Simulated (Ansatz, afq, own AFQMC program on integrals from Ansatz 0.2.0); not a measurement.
Integrals from Ansatz 0.2.0, then the random walk in our own AFQMC program (afq).

```yaml
crystal:
  periodic: [false, false, false]
  atoms:
    - {symbol: B, position_ang: [-1.409099, 0.000000, 0.000000]}
    - {symbol: H, position_ang: [-2.005832, 1.033571, 0.000000]}
    - {symbol: H, position_ang: [-2.005832, -1.033571, 0.000000]}
    - {symbol: H, position_ang: [0.108901, 0.000000, 0.000000]}
    - {symbol: F, position_ang: [1.008901, 0.000000, 0.000000]}
basis:
  gaussian: {orbitals: cc-pVTZ}
magnetization: {spin_polarized: true, initial_magnetization: 1}
correlation: {method: ccsd_t, electrons: outside_noble_gas, hamiltonian_folder: ham}
```

```sh
$ ansatz run in.yaml --threads 1 --pin off --events-out ev --progress --plain --max-ram 16896MiB --backend cuda --devices 0, --max-vram 18GiB
```

afq runs on the folder ham with

```
--method phaseless --trial cisd --walkers 900 --populations 20 --least-time 60 --time-step 0.005 --steps-per-block 50 --equilibration-blocks 28 --max-blocks 4000 --target-error 0.00021 --factor-cut 1e-05 --start spin_pure --seed 2889 --release-times 0.24,0.51,0.99,1.62,2.4 --release-step 0.03 --release-every 3 --taylor-order 6
```

Times are imaginary, in 1/Eh. The walk had a cap of 231 s. With eight or more populations the least sampling time is a fifth of least-time, and the error comes from their spread.

Output of the walk:

```
orbitals 100  electrons 7 6  factors 596 of 596
reference energy -125.79403450 Eh
CCSD correlation -0.38280369 Eh in 13 cycles, weight of the determinant in the CISD state 0.9039
energy of the start -126.176529 Eh
 block  time / (1/Eh)  mean weight  energy / Eh
     1     0.250  1.0006  -126.175280
     2     0.500  0.9994  -126.179934
     3     0.750  0.9985  -126.183965
     4     1.000  1.0000  -126.184328
     5     1.250  0.9998  -126.185627
     7     1.750  1.0011  -126.184079
     9     2.250  1.0005  -126.184806
    13     3.250  1.0004  -126.189004
    21     5.250  1.0004  -126.186573
    29     7.250  0.9995  -126.184578
    37     9.250  1.0001  -126.187041
    45    11.250  1.0005  -126.187566
    53    13.250  0.9994  -126.189020
    57    14.250  1.0011  -126.184041
    61    15.250  0.9994  -126.189729
    69    17.250  1.0003  -126.186882
    77    19.250  0.9993  -126.185288
    85    21.250  1.0010  -126.187218
    93    23.250  1.0007  -126.186989
   101    25.250  1.0018  -126.187500
   109    27.250  0.9991  -126.187647
   117    29.250  1.0013  -126.187231
   125    31.250  1.0002  -126.187045
   133    33.250  0.9995  -126.187751
   141    35.250  0.9999  -126.188732
   149    37.250  1.0001  -126.187017
   157    39.250  0.9986  -126.187540
   165    41.250  1.0006  -126.190129
   173    43.250  0.9999  -126.188407
   177    44.250  1.0010  -126.187461
error from the spread of 20 populations
released: time / (1/Eh)  energy / Eh  error  mean overlap
  0.24  -126.187081  0.000189  0.9941
  0.51  -126.187205  0.000163  0.9905
  0.99  -126.187398  0.000123  0.9767
  1.62  -126.187263  0.000218  0.9647
  2.40  -126.187272  0.000391  0.9297
energy -126.187167 +/- 0.000206 Eh
(rows thinned)
```

The run passed its tests (sampling time, drift between the halves within three errors, error under three times the target), which doesn't prove that it has relaxed.

Against this walk (error 5.6 meV) on the same determinant: CCSD(T) 21.4 meV higher. The error is statistical and leaves out the bias of the constraint. Released to 2.40 1/Eh the energy moves by -3 ± 12 meV (both errors), within twice the noise.

Cautions: constraint bias not in the error.

The walk took 110 s on 1 × NVIDIA H100 80GB HBM3 with 2 threads of AMD EPYC 7R13 Processor (Zen 3), with other jobs on the host (the card was shared). The log's last line is the phaseless energy.

A walk keeps the symmetry of its determinant, which the program's search chose and which needn't be the lowest solution, so a lower state of the same spin and another symmetry isn't excluded.
